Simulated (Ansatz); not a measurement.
**Ru (model structure, started from the omega type, P6/mmm, No. 191, 3 atoms in the cell): properties by level of theory**

| level (code) | equilibrium lattice constant a (Å) | lattice parameter c (Å) |
|---|---|---|
| PBE (Ansatz) | 4.268 | 2.685 |
| PBEsol (Ansatz) | ? | ? |
| PBE-D3(BJ) (Ansatz) | ? | 2.660 |

### Question
Fill in the missing entries.

### Answer

- PBEsol (Ansatz, a first-principles code), equilibrium lattice constant a (Å): 4.222
- PBEsol (Ansatz), lattice parameter c (Å): 2.653
- PBE-D3(BJ) (Ansatz), equilibrium lattice constant a (Å): 4.237

Ansatz's density-functional and Hartree–Fock values are scalar-relativistic unless marked +SOC, with PAW data made under PBE.

Computed values are for the static lattice.

A model structure was made by putting elements into a prototype or built by hand; it is no filed structure, need not be a known phase, and can be a saddle point held by its symmetry.
